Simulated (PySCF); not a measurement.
**LiF⁻ with other numerical set-ups**

Aim: see how much the energy and properties of LiF⁻ depend on the numerical set-up.

Method: method and basis as typed in the scripts; program: PySCF 2.14.0.

1 further run of the same task is left out (it didn't finish).

## Step 1: The starting structure

LiF⁻: 2 atoms, charge -1, spin multiplicity 2.

Bond lengths: Li1–F2 1.860 Å.

## Step 2: The run that the others are compared with

The input, input.py:

```python
from pyscf import gto, scf, cc

mol = gto.M(
    atom='Li 0 0 0; F 0 0 1.86',
    basis='lanl2dz',
    charge=-1,
    spin=1,
    verbose=3,
)
mf = scf.UHF(mol)
mf.kernel()
mycc = cc.CCSD(mf)
mycc.kernel()
e = mycc.eaccsd(nroots=5)[0]
print('roots (eV) =', (e*27.211386).round(3))
mf.dip_moment()
print('orbital energies (hartree):', [e[max(0, n-3):n+3].round(4) for e, n in zip(mf.mo_energy, mol.nelec)])
```

On the command line:

```sh
$ python input.py
```

Its log is not repeated here.

It gives: E(SCF) = -106.958940 Eh, E(CCSD) − E(SCF) = -0.12967 Eh, ⟨S²⟩ = 0.750, attachment roots 4.435, 4.469, 4.469, 4.491, 4.491 eV.

The bond length is a typed value, not an optimised one. Positive EA roots mean that the added electron is unbound. The dipole of an ion depends on the origin.

## Step 3: Spin-free X2C on

Variant 1 changes spin-free X2C: off → on.

The input, input.py:

```python
from pyscf import gto, scf, cc

mol = gto.M(
    atom='Li 0 0 0; F 0 0 1.86',
    basis='lanl2dz',
    charge=-1,
    spin=1,
    verbose=3,
)
mf = scf.UHF(mol)
mf = mf.sfx2c1e()
mf.kernel()
mycc = cc.CCSD(mf)
mycc.kernel()
e = mycc.eaccsd(nroots=5)[0]
print('roots (eV) =', (e*27.211386).round(3))
mf.dip_moment()
print('orbital energies (hartree):', [e[max(0, n-3):n+3].round(4) for e, n in zip(mf.mo_energy, mol.nelec)])
```

On the command line:

```sh
$ python input.py
```

## Step 4: Density fitting def2-universal-jkfit

Variant 2 changes density fitting: none → def2-universal-jkfit.

Edit input.py of step 2 so:

```diff
@@ -10,2 +10,3 @@
 mf = scf.UHF(mol)
+mf = mf.density_fit(auxbasis='def2-universal-jkfit')
 mf.kernel()
```

## Step 5: Ano-rcc-vdzp (X2C on)

Variant 3 changes basis set: lanl2dz → ano-rcc-vdzp; spin-free X2C: off → on.

Edit input.py of step 2 so:

```diff
@@ -4,3 +4,3 @@
     atom='Li 0 0 0; F 0 0 1.86',
-    basis='lanl2dz',
+    basis='ano-rcc-vdzp',
     charge=-1,
@@ -10,2 +10,3 @@
 mf = scf.UHF(mol)
+mf = mf.sfx2c1e()
 mf.kernel()
```

## Step 6: Crenbl (core potential on)

Variant 4 changes basis set: lanl2dz → crenbl; core potential: off → on. The core potential changes with it: totals don't compare.

Edit input.py of step 2 so:

```diff
@@ -4,3 +4,4 @@
     atom='Li 0 0 0; F 0 0 1.86',
-    basis='lanl2dz',
+    basis='crenbl',
+    ecp={'Li': 'crenbl', 'F': 'crenbl'},
     charge=-1,
```

Q: Predict the outcome of this session. Wanted: for each run, E(SCF); from base; gap, α spin; after the SCF.

**Answer**, as computed:

```
                                 run  E(SCF) (hartree)  from base (eV)  gap, α spin (eV)  functions                                   after the SCF
                                base       -106.958940               0              4.96         18  CCSD correlation -3.529 eV, first root 4.43 eV
                    spin-free X2C on       -107.041284         -2.2407              4.96         18  CCSD correlation -3.527 eV, first root 4.43 eV
density fitting def2-universal-jkfit       -106.958941          0.0000              4.96         18  CCSD correlation -3.528 eV, first root 4.41 eV
               ano-rcc-vdzp (X2C on)       -107.062217  not comparable              6.63         28  CCSD correlation -6.436 eV, first root 5.71 eV
          crenbl (core potential on)        -24.170386  not comparable               n/a         32  CCSD correlation -4.179 eV, first root 4.28 eV
```

**Reading.** With density fitting def2-universal-jkfit the SCF ends at the base energy. Scalar relativity lowers the total energy by 2.24 eV, nearly all of it in the inner shells; a basis contracted without relativity catches only part of it. The dearest run is “density fitting def2-universal-jkfit”, at 9.5 s against 1.4 s.
